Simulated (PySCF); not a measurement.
## How strong are the bonds of methyl chloride?

Parent: methyl chloride, `CCl` (CH3Cl). Optimised structure (Å), atoms numbered from 1:
```
C    -0.1351   -0.0078   -0.0106
Cl    1.6360    0.1075    0.0361
H    -0.4313   -0.6579   -0.8433
H    -0.4927   -0.4302    0.9367
H    -0.5565    0.9950   -0.1534
```

These are calculated values, M06-2X/def2-TZVP in PySCF (grid level 3) at geometries from PBE0-D3(BJ)/def2-SVP. Thermal corrections: PBE0-D3(BJ)/def2-SVP frequencies, unscaled, ideal gas at 298.15 K and 1 bar, quasi-RRHO entropy.

| bond | r / Å | radicals | BDE(298 K) / eV | BDFE / eV | D₀ / eV | Dₑ / eV |
| --- | --- | --- | --- | --- | --- | --- |
| C1–Cl2 | 1.775 | CH3• + Cl• | 3.69 | 3.29 | 3.62 | 3.85 |
| C1–H | 1.097 | `[CH2]Cl` + H• | 4.28 | 3.88 | 4.20 | 4.61 |

Homolysis to relaxed radicals in the gas phase; the table need not hold every single bond outside rings.

Weakest of these: C1–Cl2 (3.69 eV); strongest: C1–H (4.28 eV).

Against the Active Thermochemical Tables (version 1.112): C1–Cl2 350 (computed 356, error 6) kJ/mol.

Known limits: spin-orbit coupling is left out of the energies, which matters for open shells on the heavier atoms.

Structures, frequencies and single points took 29 s of wall time on 1 thread of Intel Xeon 6975P-C (shared host), launched as `OMP_NUM_THREADS=1 python redox_run.py task.json out`.
